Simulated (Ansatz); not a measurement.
CH4BCl, SMILES BCCl, vertical and adiabatic energies of changing the electron count

Program: the Ansatz DFT code, driven from Python.

Contents of `ch4bcl.xyz`:
```text
7

B    -0.65750   -0.05400   -0.61140
C     0.44620   -0.14870    0.45590
Cl    1.28020    1.40220    0.61740
H    -1.31370   -0.93020   -0.87570
H    -0.89350    1.00700   -1.20150
H     1.16430   -0.91450    0.13190
H     0.03530   -0.42970    1.43760
```

`ch4bcl.py`
```python
# -*- coding: utf-8 -*-
"""How CH4BCl relaxes after losing an electron."""

import ansatz as az
import numpy as np

mol = az.Crystal.molecule_from_extxyz("ch4bcl.xyz")

job = (
    mol.calculation()
    .basis(gaussian="def2-SVP")  # atom-centred Gaussian functions
    .functional("r2SCAN", dispersion="d4")
)
symbols = [site.symbol for site in mol.cartesian_sites]
start = np.array([site.position_ang for site in mol.cartesian_sites], dtype=float)
report = job.relax(force_tolerance=0.01).run(threads=1, backend="cpu").report
end = np.array(report["positions_ang"])

minimum = az.Crystal.molecule()
for symbol, place in zip(symbols, end):
    minimum = minimum.atom(symbol, place.tolist())
ion = minimum.calculation()
ion = ion.basis(gaussian="def2-SVP")
ion = ion.functional("r2SCAN", dispersion="d4")
ion = ion.charge(1)
ion = ion.spin("collinear", total=1)
vertical = ion.run(threads=1, backend="cpu").report
settled = ion.relax(force_tolerance=0.01, max_steps=80).run(threads=1, backend="cpu").report
print(f"vertical ionisation energy   {vertical['free_energy_ev'] - report['free_energy_ev']:.3f} eV")
print(f"adiabatic, no zero point     {settled['free_energy_ev'] - report['free_energy_ev']:.3f} eV")
print(f"relaxation energy of the ion {vertical['free_energy_ev'] - settled['free_energy_ev']:.3f} eV")
ionised = np.array(settled["positions_ang"])
print("final positions (A) and the move of each atom")
for symbol, xyz, old in zip(symbols, ionised, end):
    print(f"{symbol:2s} {xyz[0]:10.5f} {xyz[1]:10.5f} {xyz[2]:10.5f}   {np.linalg.norm(xyz - old):7.4f}")
```

```console
$ python ch4bcl.py
vertical ionisation energy   10.612 eV
adiabatic, no zero point     10.293 eV
relaxation energy of the ion 0.320 eV
final positions (A) and the move of each atom
B    -0.68830    0.03285   -0.67154    0.0558
C     0.45739   -0.11941    0.52529    0.1055
Cl    1.14038    1.41496    0.83086    0.2762
H    -1.44694   -0.89661   -0.49737    0.3792
H    -0.62632    0.88075   -1.50557    0.4225
H     1.09610   -0.73626   -0.15961    0.3412
H     0.12899   -0.64418    1.43214    0.2397
```

The energies are electronic: no zero-point or thermal terms, and the basis set is short of its limit. The product may relax into another structure. Each relaxation finds its nearest minimum, which needn't be the lowest. It ran for 2.1 min on 1 thread of Arm Neoverse V2 (shared host), peak memory 0.26 GiB.
